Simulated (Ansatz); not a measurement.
**CPO+ (triplet): the correlation ladder, cc-pVDZ**

One table from this session's results is given with a row withheld; the runs are named, their logs left out.

Method: cc-pVDZ, core rule «outside noble gas», up to 7 orbitals frozen; program: Ansatz 0.2.0, Gaussian basis.

Plan: UHF; CCSD(T) on ROHF; CCSD(T) on UHF; BCCD(T) on ROHF; CISD as a restricted active space (open shells left free, so some higher excitations enter); CCSDT(Q) on ROHF; CCSDT(Q) on UHF; CASSCF and MRCISD+Q, 12 electrons in 11 orbitals; CASSCF and NEVPT2, 12 electrons in 11 orbitals.

16 further runs of the same task are left out: 4 that didn't finish, 12 set aside as unsound or not needed. Runs told in other sessions of the task aren't counted.

### What is computed

The geometry is a PBE0/def2-TZVP stationary point (not a proven minimum) of the parent state, kept for this charge and spin.

3 atoms, charge 1, spin multiplicity 3.

Atoms are counted from 1 here; the program's logs count them from 0.

Bond lengths: O1–C2 1.157 Å, C2–P3 1.656 Å. Angles: O1–C2–P3 180.0°.

The first run:

in.yaml

```yaml
crystal:
  periodic: [false, false, false]
  atoms:
    - {symbol: O, position_ang: [0.000000, 0.000000, 1.323100]}
    - {symbol: C, position_ang: [0.000000, 0.000000, 0.166400]}
    - {symbol: P, position_ang: [0.000000, 0.000000, -1.489500]}
basis:
  gaussian: {orbitals: cc-pVDZ}
total_charge: 1
magnetization: {spin_polarized: true, initial_magnetization: 2}
hamiltonian: {xc: hf}
output: {orbitals: {seedname: orbitals}}
```

Run with:

```console
ansatz run in.yaml --threads 1 --pin off --events-out ev --progress --plain --max-ram 2393MiB
```

Steps of the session up to this table: UHF; CCSD(T) on ROHF; CCSD(T) on UHF; BCCD(T) on ROHF; CISD as a restricted active space (open shells left free, so some higher excitations enter); CCSDT(Q) on ROHF; CCSDT(Q) on UHF; CASSCF and MRCISD+Q, 12 electrons in 11 orbitals; CASSCF and NEVPT2, 12 electrons in 11 orbitals.

One of the session's tables, all rows but one given; the rest of the session is left out.

| method | from UCCSDT(Q) (meV) |
| --- | --- |
| ROHF | +11387.5 |
| UHF | ? |
| RMP2 | +903.7 |
| UMP2 | +1219.6 |
| CISD | +1638.1 |
| RCCSD | +542.7 |
| UCCSD | +525.3 |
| RCCSD(T) | +79.3 |
| UCCSD(T) | +97.1 |
| BCCD(T) | +81.0 |
| RCCSDT | +53.8 |
| UCCSDT | +53.7 |
| RCCSDT(Q) | +7.3 |
| UCCSDT(Q) | 0 |
| CASSCF valence | +6663.8 |
| NEVPT2 valence | +1282.3 |
| MRCISD valence | +545.9 |
| MRCISD+Q valence | +72.8 |

Q: Estimate the row for UHF from the others.

As computed: from UCCSDT(Q) (meV): +11017.8. In the column «from UCCSDT(Q) (meV)» it lies between CASSCF valence (+6663.8) and ROHF (+11387.5).

Caveats from the session: Restricted and unrestricted rows rest on different reference determinants; a gap between their highest levels can come from leftover correlation error, from unlike frozen cores or from another state.
